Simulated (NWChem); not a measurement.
System meant: Al, doublet

The following NWChem deck was run.

```
start job
memory heap 200 mb stack 900 mb global 1100 mb
geometry units angstroms noautoz
  Al     0.000000     0.000000     0.000000
end
basis spherical
  * library def2-svp
end
dft
  odft
  mult 3
  xc b3lyp
  iterations 150
  mulliken
end
task dft energy
```

End of the output:

```
            Nuclear Dipole moment (a.u.)
            ----------------------------
        X                 Y               Z
 ---------------- ---------------- ----------------
     0.0000000000     0.0000000000     0.0000000000

            XYZ format geometry
            -------------------
     1
 geometry
 Al                    0.00000000     0.00000000     0.00000000

 Summary of "ao basis" -> "" (spherical)
 ------------------------------------------------------------------------------
       Tag                 Description            Shells   Functions and Types
 ---------------- ------------------------------  ------  ---------------------
 *                          def2-svp                  on all atoms

                                 NWChem DFT Module
                                 -----------------

 Summary of "ao basis" -> "ao basis" (spherical)
 ------------------------------------------------------------------------------
       Tag                 Description            Shells   Functions and Types
 ---------------- ------------------------------  ------  ---------------------
 Al                         def2-svp                 8       18   4s3p1d

 Summary of "ao basis" -> "ao basis" (spherical)
 ------------------------------------------------------------------------------
       Tag                 Description            Shells   Functions and Types
 ---------------- ------------------------------  ------  ---------------------
 Al                         def2-svp                 8       18   4s3p1d

  number of electrons :                   13
  multiplicity        :                    3
 ------------------------------------------------------------------------
  no. of electrons and multiplicity not compatible                  13
 ------------------------------------------------------------------------
 ------------------------------------------------------------------------
  current input line :
    16: task dft energy
 ------------------------------------------------------------------------
 ------------------------------------------------------------------------
 There is an error in the input file
 ------------------------------------------------------------------------
 For more information see the NWChem manual at https://nwchemgit.github.io

0: no. of electrons and multiplicity not compatible:Received an Error in Communication
```

Question: What is wrong, and how is it mended?

Answer: The program refused the input. Cause: the multiplicity doesn't fit the number of electrons (an even count wants an odd multiplicity, and the reverse). This input runs:
```
start job
memory heap 200 mb stack 900 mb global 1100 mb
geometry units angstroms noautoz
  Al     0.000000     0.000000     0.000000
end
basis spherical
  Al library def2-svp
end
dft
  odft
  mult 2
  xc b3lyp
  iterations 150
  mulliken
end
task dft energy
```
It converges to -242.30157 Ha (B3LYP/def2-SVP, spin-unrestricted).
